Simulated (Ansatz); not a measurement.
Born–Oppenheimer molecular dynamics of Cl2H2Si (5 atoms, charge 0, multiplicity 1). It starts from a relaxed structure.

Theory: Ansatz, RKS BLYP-D4/def2-SVP.

| Item | Value |
| --- | --- |
| ensemble | NVE (velocity Verlet) |
| time step | 0.25 fs |
| steps asked | 250 |
| starting velocities drawn for | 1000 K |
| seed | 274638 |

First frame:

```xyz
5
Properties=species:S:1:pos:R:3
Si 0.005 0.009 -0.007
H 0.024 0.041 1.484
Cl 1.972 -0.009 -0.691
Cl -0.993 1.703 -0.691
H -0.691 -1.197 -0.539
```

Task: How far do the bonds stretch over the last three quarters of this one trajectory? (Pairs bonded in most of those frames.)

Result: 
```tsv
bond	mean (Å)	spread (Å)	shortest	longest
Si1–H2	1.497	0.025	1.46	1.54
Si1–Cl3	2.124	0.059	1.99	2.19
Si1–Cl4	2.091	0.016	2.07	2.12
Si1–H5	1.504	0.045	1.43	1.57
```

Mean temperature of the second half: 455 K. The conserved energy stayed within 0.04 meV per atom of its start (net change 0.013 meV per atom), so the integration is sound. Over the second half the temperature averaged 0.46 of the 1000 K drawn at the start: a run that starts near a minimum puts about half its kinetic energy into the potential. A run of 0.062 ps of so small a system gives no equilibrium averages.

Run time: 3.1 min on 1 thread of Intel(R) Xeon(R) 6975P-C (Granite Rapids), with other jobs on the host, peak memory 0.12 GiB.
